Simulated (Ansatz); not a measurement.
A made-up structure of CH$_{2}$FSi (charge +1), closed shell:

```
5
angstrom
F 0.9147 -1.4087 2.1064
C -0.0434 0.2774 -0.6788
Si 0.2034 -0.4607 0.8738
H -0.8548 -0.2015 -1.1645
H 0.2047 1.3061 -0.6169
```

It is relaxed with PBE-D4/def2-SVP and then PBE0-D4/def2-TZVP (Ansatz 0.2.0). Atoms count as bonded within 1.22 times the sum of their covalent radii (H–H: 0.88 Å). The end point is not checked to be a true minimum.

(1) Does its bonding change? (Judge from chemistry; the calculation decides.)

## Answers

(1) The calculation gives: No: no bond forms or breaks.

Where it ends: The first stage lowers the energy by 0.57 eV in 9 steps. It ends as CH₂FSi ([CH2][Si][F]), total charge +1:
F1  (0.964, -1.353, 1.860)
C2  (0.036, 0.182, -0.571)
Si3  (0.027, -0.411, 1.078)
H4  (-0.804, -0.169, -1.184)
H5  (0.203, 1.263, -0.663)
(Å)

Labels in which every atom is bracketed show which atoms are joined, not bond orders.

For scale, one of the runs: PBE0-D4/def2-TZVP relaxation, 111 basis functions, launched by `ansatz run in.yaml --threads 2 --pin off --events-out ev --progress --plain --max-ram 4352MiB`. Hardware: 2 CPU threads of an Intel Xeon 6975P-C, shared host. Wall time about 9.5 s.
